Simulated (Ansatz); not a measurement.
Input for Ansatz (development build ahead of 0.2.0):

```yaml
crystal:
  periodic: [false, false, false]
  atoms:
    - { symbol: B, position_ang: [0.0, 0.0, -0.70728] }
    - { symbol: F, position_ang: [0.0, 0.0, 0.70728] }
basis:
  gaussian: { orbitals: cc-pVTZ }
magnetization:
  spin_polarized: true
hamiltonian:
  xc: hf
correlation:
  method: ccsd_t
  frozen_orbitals: { B: 1, F: 1 }
```

The input is written out in the form of the current development build from the run's settings.

Output:

* Converged: yes
* Reference energy: -124.13576 hartree
* Correlation energy: -0.35223 hartree
* Total energy: -124.48799 hartree
